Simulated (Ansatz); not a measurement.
CHF$_{2}$O, SMILES `[O]C(F)F` radical. Charge 0, multiplicity 2.

```xyz
5

O    -0.081    1.318    0.112
C    -0.018    0.005   -0.007
F     0.983   -0.423   -0.800
F     0.112   -0.644    1.166
H    -0.996   -0.256   -0.470
```

List the harmonic frequencies (cm⁻¹, unscaled) at PBE0-D4/def2-TZVP in Ansatz. (An estimate is asked.)

Computed: 487, 509, 621, 957, 1119, 1168, 1258, 1335, 2893.

Is this a minimum?

Yes, all 9 modes are real.

Give the ideal-gas thermochemistry at 298.15 K and 1 bar (rigid rotor, harmonic oscillator; point group Cs, symmetry number 1).

Zero-point energy 61.9 kJ/mol; H(298) − E = 73.7 kJ/mol; entropy 274.7 J/(mol·K), of which translation 161.3, rotation 99.2, vibration 8.4, electronic 5.8; G(298) − E = -8.2 kJ/mol.
